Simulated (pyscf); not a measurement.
Thermochemistry of product channels of HS–GaH₂ + H₂S on the singlet surface, in eV, from ωB97M-D3(BJ)/def2-TZVP energies (ideal gas, 1 atm, RRHO with modes under 100 cm⁻¹ raised to 100, one conformer, R ln 2 for chiral ones without a mode under 150 cm⁻¹). PySCF, gas phase, ωB97X-D3(BJ)/def2-SVP geometries.

```tsv
products	ΔE	ΔH(298 K)	ΔG(298 K)	ΔG(600 K)
HS–SH + gallane (GaH₃)	+1.49	+1.46	+1.48	+1.51
HS–GaH–SH + hydrogen (H₂)	-0.70	-0.73	-0.63	-0.54
```

These are energies of the channels, which say nothing of barriers. Elements up to Kr have no core potential and no relativistic terms here.
